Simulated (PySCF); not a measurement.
First SCF of a structure search on singlet MgCl₂, at a hand-made linear geometry. PySCF input:

```python
from pyscf import gto, scf, dft
mol = gto.M(atom='''
Mg     0.000000     0.000000     0.000000
Cl     0.000000     0.000000     2.380000
Cl     0.000000     0.000000    -2.380000''',
    basis={'Mg': 'def2-TZVP', 'Cl': 'def2-TZVP'},
    charge=0, spin=0)
mf = dft.RKS(mol, xc='PBE')
mf.grids.atom_grid = (50, 194)
aux = {'Mg': 'def2-universal-JKFIT', 'Cl': 'def2-universal-JKFIT'}
mf = mf.density_fit(auxbasis=aux)
mf.conv_tol = 1e-08
mf.diis_space = 10
mf.max_cycle = 60
mf.init_guess = 'minao'
mf.verbose = 4
mf.kernel()
```

Excerpt of the output (cycles and frontier levels):

```
init E= -1120.05475550163
  HOMO = -0.342048587595068  LUMO = -0.114896119150529  gap/eV = 6.18113
cycle= 1 E= -1120.05159700588  delta_E= 0.00316  |g|=  0.5  |ddm|= 1.72
  HOMO = -0.1920592460582  LUMO = -0.110500434747419  gap/eV = 2.21933
cycle= 2 E= -1119.71479615615  delta_E= 0.337  |g|= 1.18  |ddm|= 1.82
  HOMO = -0.265047365110185  LUMO = -0.115295331643669  gap/eV = 4.07496
cycle= 3 E= -1120.14005844177  delta_E= -0.425  |g|= 0.073  |ddm|= 1.25
  HOMO = -0.271435799907095  LUMO = -0.123626512599362  gap/eV = 4.02210
cycle= 4 E= -1120.14053604805  delta_E= -0.000478  |g|= 0.0449  |ddm|= 0.0861
  HOMO = -0.270514915792727  LUMO = -0.121159257087285  gap/eV = 4.06417
cycle= 5 E= -1120.14115316287  delta_E= -0.000617  |g|= 0.00692  |ddm|= 0.0378
  HOMO = -0.271197203757936  LUMO = -0.121263874757357  gap/eV = 4.07989
cycle= 6 E= -1120.1411667699  delta_E= -1.36e-05  |g|= 0.00127  |ddm|= 0.00642
  HOMO = -0.271235961139754  LUMO = -0.121164339705761  gap/eV = 4.08366
cycle= 7 E= -1120.14116711141  delta_E= -3.42e-07  |g|= 0.000157  |ddm|= 0.00153
  HOMO = -0.271254557941689  LUMO = -0.121186993459915  gap/eV = 4.08355
cycle= 8 E= -1120.14116711888  delta_E= -7.47e-09  |g|= 1.09e-05  |ddm|= 0.000234
  HOMO = -0.27125413095288  LUMO = -0.121183040440048  gap/eV = 4.08364
Extra cycle  E= -1120.14116711881  delta_E= 7.28e-11  |g|= 1.95e-05  |ddm|= 3.96e-05
converged SCF energy = -1120.14116711881
```

No lower solution of this spin was found by a stability analysis within the restricted form, which does not test spin polarisation.

The search for the lowest solution, with the stability check, took 5.7 s on 2 threads of a shared Arm Neoverse V1 host, with 106 basis functions; the process peaked at 0.28 GiB. Launch command: `OMP_NUM_THREADS=2 python axn.py task.json out`.
